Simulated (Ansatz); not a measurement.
## Magnetic moment of fcc Ni: levels of theory against measurement

Reference value: 0.57 μB (measured, temperature not stated, spin, per atom, our sources range from 0.52 to 0.57; as tabulated in Ekholm et al. (2018), arXiv:1806.11289).

### Question
What do LDA, PBE, PBEsol, PBEsol-D3(BJ), rVV10, r²SCAN, HSE06, LC-ωPBE, Hartree–Fock give, and how far is each from the reference?

### Answer

```csv
level (code),value (μB),cell (Å³/atom),difference (μB)
LDA (Ansatz),0.58,10.03,+0.01
PBE (Ansatz),0.64,10.89,+0.07
PBEsol (Ansatz),0.62,10.38,+0.05
PBEsol-D3(BJ) (Ansatz),0.60,10.08,+0.03
rVV10 (Ansatz),0.63,11.06,+0.06
r²SCAN (Ansatz),0.73,10.52,+0.16
HSE06 (Ansatz),0.92,10.82,+0.35
LC-ωPBE (Ansatz),0.80,10.53,+0.23
Hartree–Fock (Ansatz),1.65,10.53,+1.08
```

Once the reference is moved by up to 0.10 μB (a margin picked here for doubts on the reference and the settings, and for temperature and zero-point motion) and values within 0.02 μB count as equal, the nearest can be LDA (+0.01 μB), PBEsol-D3(BJ) (+0.03 μB), PBEsol (+0.05 μB), rVV10 (+0.06 μB) or PBE (+0.07 μB). Among them Hartree–Fock (+1.08 μB) misses by most.

Computed moments are spin moments: for ferromagnetic elements the cell's total per atom, else within a sphere about the site; measured ones can hold an orbital part. Other magnetic orders were not compared. Spin-polarised runs: LDA (parallel moments), PBE (parallel moments), PBEsol (parallel moments), PBEsol-D3(BJ) (parallel moments), rVV10 (parallel moments), r²SCAN (parallel moments), HSE06 (parallel moments), LC-ωPBE (parallel moments), Hartree–Fock (parallel moments). LC-ωPBE, Hartree–Fock: exact exchange on metals is sensitive to the k mesh and can open a false gap. LC-ωPBE, Hartree–Fock: the run warned that the count of filled bands differs between k points. Hartree–Fock: the PAW data were made under another functional than the one run. Values are at the level's own relaxed cell; LC-ωPBE at the r²SCAN cell; Hartree–Fock at the r²SCAN cell. Cutoffs and k meshes differ between the levels. Ansatz's density-functional and Hartree–Fock values are scalar-relativistic unless marked +SOC, with PAW data made under PBE.

Differences are worked out from the printed values.

Ansatz is a program for electronic structure.
